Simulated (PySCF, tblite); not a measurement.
Complex of hydrogen cyanide and cyanide

A gas-phase complex of hydrogen cyanide and cyanide; charge -1, singlet. The structure comes from a short search (6 tight-binding starts) and was relaxed by PBE0-D3(BJ)/def2-TZVPD; another way of binding may lie lower. No frequency run checks that it is a minimum.

Parts: 1 = hydrogen cyanide (C#N), atoms 1–3; 2 = cyanide ([C-]#N), atoms 4–5, charge -1.

```xyz
5

C    -0.255   -0.505    0.097
N     0.915   -0.089    0.133
H    -1.207    0.102    0.024
C    -0.594   -1.957    0.149
N    -0.807   -3.095    0.193
```
Atom numbers follow the order of the file, from 1.

```json
{"contact": "C1···C4", "kind (by geometry)": "bond", "distance (Å)": "1.491", "angle (°)": "-"}
```

The parts are joined by the bond C1–C4, so these are energies of forming such bonds; deforming the relaxed parts to their shape in the adduct costs 26.3 kcal/mol, which the interaction energies leave out.

Interaction energies are complex less parts, with the parts frozen as they stand in it; counterpoise-corrected, in kcal/mol (PySCF). The CCSD(T) estimate is Hartree-Fock/aug-cc-pVQZ, plus the MP2 correlation part extrapolated as X⁻³ from aug-cc-pVTZ and aug-cc-pVQZ, plus CCSD(T) less MP2 in aug-cc-pVDZ; noble-gas cores are frozen. It isn't the exact limit.

```
                   level  interaction  superposition error removed
Hartree-Fock/aug-cc-pVQZ       -19.16                            -
 wB97M-D3(BJ)/def2-TZVPD       -18.33                        -0.52
         MP2/aug-cc-pVQZ       -11.83                        -1.17
```

Task: What does CCSD(T) at its estimated basis limit give, and which of these levels comes nearest?

Result: -13.44 kcal/mol. MP2/aug-cc-pVQZ is nearest, off by +1.61; the errors are Hartree-Fock/aug-cc-pVQZ -5.72, wB97M-D3(BJ)/def2-TZVPD -4.89, MP2/aug-cc-pVQZ +1.61.

Task: What holds them together? Decompose the wB97M-D3(BJ)/def2-TZVPD energy: frozen parts, their antisymmetrised product, then relaxation.

Result: electrostatic -203.8, Pauli repulsion +457.7, orbital relaxation -271.4, dispersion correction -1.4 kcal/mol, which sum to the value before the counterpoise correction; the Pauli term holds the exchange-correlation of the frozen density too. Of the attraction, 57 % is orbital relaxation, 43 % is electrostatic, 0 % is dispersion correction.

The parts were also relaxed and run alone, at the levels used for the complex: shieldings by PBE0/aug-pcSseg-2; core levels by delta-SCF with SCAN, aug-pcX-2 on the ionised atom and aug-pcseg-1 elsewhere, spin-free X2C.

Values alone: shielding of C1 (ppm): 71.3; shielding of C4 (ppm): 16.9; C1 1s core level (eV): 293.40; N2 1s core level (eV): 406.64; C4 1s core level (eV): 283.86.

Task: What does binding change?

Result: 
| property | alone | in the complex | change |
| --- | --- | --- | --- |
| shielding of C1 (ppm) | 71.3 | 73.8 | +2.5 |
| shielding of C4 (ppm) | 16.9 | 72.9 | +56.0 |
| C1 1s core level (eV) | 293.40 | 286.55 | -6.85 |
| N2 1s core level (eV) | 406.64 | 397.26 | -9.37 |
| C4 1s core level (eV) | 283.86 | 286.71 | +2.86 |

The core-hole states of C1, N2, C4 are spin-contaminated (⟨S²⟩ 0.84, 0.85, 0.83 against 0.75 for a pure doublet), so those values and differences from them are less sure.

An occupied level lies above zero, so the basis holds the anion's electrons and the values hang on it.
